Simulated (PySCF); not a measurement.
Homolysis of single bonds, series HS-X. All species are isolated molecules in the gas phase. One relaxed conformer stands for each flexible species; it need not be the lowest. Strings in code marks are SMILES.

Computed with B3LYP-D3(BJ)/def2-TZVP (PySCF). B3LYP has the VWN-RPA correlation part, as in Gaussian. 

```json
[
 {"species": "whole molecule (`CS`)", "highest occupied spin orbital (eV)": "–"},
 {"species": "radical fragment (`C[CH]S` (C–C–S–H torsion 24°))", "highest occupied spin orbital (eV)": "-4.76"},
 {"species": "whole molecule (`COS` (C–O–S–H torsion 82°))", "highest occupied spin orbital (eV)": "–"},
 {"species": "radical fragment (`C[N]C`)", "highest occupied spin orbital (eV)": "-6.86"},
 {"species": "whole molecule (`SC=O` (O–C–S–H torsion 0°))", "highest occupied spin orbital (eV)": "–"},
 {"species": "whole molecule (`CC(=O)S` (O–C–S–H torsion 180°))", "highest occupied spin orbital (eV)": "–"},
 {"species": "radical fragment (`O=[C]S` (O–C–S–H torsion 180°))", "highest occupied spin orbital (eV)": "-6.23"},
 {"species": "radical fragment (`[SiH3]`)", "highest occupied spin orbital (eV)": "-6.11"}
]
```
